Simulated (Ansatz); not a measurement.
Compare A (`CCNC=O`) with its isomer B (`NCC1CO1`).

Gas-phase electronic energies from Ansatz, PBE0-D4/def2-TZVP geometries. CCSD(T)/CBS is the MP2 limit (def2-TZVPP, def2-QZVPP) plus CCSD(T) − MP2 in def2-TZVPP, frozen cores. Functionals use def2-TZVPP. B3LYP here is the variant with VWN-RPA as its local correlation; programs differ in this. One conformer a species, not always the lowest.

Q: Which isomer does CCSD(T)/CBS put lower? Give the gap. (Best estimate.)

A: The calculation gave: A, by 158.6 kJ/mol.

Q: Give E(B) − E(A) in kJ/mol with HF/def2-TZVPP, ωB97M-V, PBE-D4, B3LYP-D4, B2PLYP, MP2/def2-TZVPP, B3LYP. (Best estimate.)

A: Ansatz gave: HF/def2-TZVPP 178.8, ωB97M-V 160.4, PBE-D4 164.5, B3LYP-D4 176.2, B2PLYP 172.0, MP2/def2-TZVPP 159.6, B3LYP 175.3. None reverses the order clearly.

Largest T1 diagnostic: 0.014.

From PBE to PBE0 (25 % exact exchange), in def2-TZVPP and without D4, E(B) − E(A) moves by −5.0 kJ/mol. In def2-TZVPP, CCSD(T) changes the Hartree–Fock value by −19.4 kJ/mol (the triples alone add +1.0 kJ/mol) and MP2 by −19.2 kJ/mol.
